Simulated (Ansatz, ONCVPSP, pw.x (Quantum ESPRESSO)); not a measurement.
**What a changed setting does to a pw.x run (bcc Ta)**

Potential: optimised norm-conserving Vanderbilt (ONCV), ONCVPSP 4.0.1.1 (patched build), LDA (Perdew-Wang 92); core [Kr] 4d10 4f14, reference 5s2 5p6 5d3 6s2; waves: 5s+6s: rc 1.90 bohr, ncon 5, nbas 10, qcut 4.9 1/bohr, 2 projectors; 5p: rc 1.60 bohr, ncon 3, nbas 7, qcut 7.9 1/bohr, 1 projector; 5d: rc 2.30 bohr, ncon 4, nbas 8, qcut 6.5 1/bohr, 1 projector; f scattering state at 0.37 Ha: rc 2.50 bohr, ncon 4, nbas 9, qcut 5.1 1/bohr, 2 projectors, debl 3.3 Ha; local part: polynomial inside 1.25 bohr (lpopt 5, dvloc0 4 Ha); core correction: none.

The reference run (k-mesh 14³, cutoffs 160/640 Ry, Fermi–Dirac 0.01 Ry, mixing_beta 0.4, conv_thr 1e-9, no spin) gives -0.93 GPa at 17.128 Å³/atom, where all-electron LAPW gives 1.38 GPa. This run, with its own iteration cap, changes smearing to mp.

```
&control
  calculation='scf', prefix='x', pseudo_dir='./', outdir='./tmp', tstress=.true., disk_io='none'
/
&system
  ibrav=0, nat=1, ntyp=1, ecutwfc=160, ecutrho=640, nbnd=14,
  occupations='smearing', smearing='mp', degauss=0.01
/
&electrons
  conv_thr=1e-09, mixing_beta=0.4, electron_maxstep=60
/
ATOMIC_SPECIES
Ta 1.0 Ta.UPF
CELL_PARAMETERS angstrom
  -1.62386113 1.62386113 1.62386113
  1.62386113 -1.62386113 1.62386113
  1.62386113 1.62386113 -1.62386113
ATOMIC_POSITIONS crystal
Ta 0.0000 0.0000 0.0000
K_POINTS automatic
14 14 14 0 0 0
```

```bash
pw.x < Ta.scf.in > Ta.scf.out
```

How does the run end?

It converges in 8 iterations; the free energy moves by +35.2 meV/atom and the pressure by +0.02 GPa. This scheme is built to cancel the term in the square of the width that Fermi–Dirac smearing leaves in the F of a metal.

```
Message from routine setup:
     using ibrav=0 with symmetry is DISCOURAGED, use correct ibrav instead
     lattice parameter (alat)  =       5.3151  a.u.
     unit-cell volume          =     115.5855 (a.u.)^3
     number of electrons       =        13.00
     number of Kohn-Sham states=           14
     kinetic-energy cutoff     =     160.0000  Ry
     charge density cutoff     =     640.0000  Ry
     scf convergence threshold =      1.0E-09
     Exchange-correlation= SLA  PW   NOGX NOGC
     number of k points=   104  Methfessel-Paxton smearing, width (Ry)=  0.0100
     iteration #  1     ecut=   160.00 Ry     beta= 0.40
     total energy              =    -117.46292703 Ry
     estimated scf accuracy    <       0.02033989 Ry
     iteration #  2     ecut=   160.00 Ry     beta= 0.40
     total energy              =    -117.46263541 Ry
     estimated scf accuracy    <       0.00336526 Ry
     iteration #  3     ecut=   160.00 Ry     beta= 0.40
     total energy              =    -117.46310232 Ry
     estimated scf accuracy    <       0.00015207 Ry
     [... 2 iterations left out ...]
     iteration #  6     ecut=   160.00 Ry     beta= 0.40
     total energy              =    -117.46311027 Ry
     estimated scf accuracy    <       0.00000005 Ry
     iteration #  7     ecut=   160.00 Ry     beta= 0.40
     total energy              =    -117.46311026 Ry
     estimated scf accuracy    <       0.00000001 Ry
     iteration #  8     ecut=   160.00 Ry     beta= 0.40
     the Fermi energy is    19.0426 ev
!    total energy              =    -117.46311026 Ry
     estimated scf accuracy    <          8.5E-10 Ry
     smearing contrib. (-TS)   =       0.00004158 Ry
     The total energy is F=E-TS. E is the sum of the following terms:
     one-electron contribution =     -18.02967123 Ry
     hartree contribution      =      14.30991612 Ry
     xc contribution           =     -13.53159484 Ry
     ewald contribution        =    -100.21180189 Ry
     convergence has been achieved in   8 iterations
          total   stress  (Ry/bohr**3)                   (kbar)     P=       -9.11
     Message from routine punch:
     Nothing written, as per user request (disk_io='none')
```

The run took about 3.1 min on one core of a shared host (Neoverse-N1, 64 threads, 124 GiB, load 56).
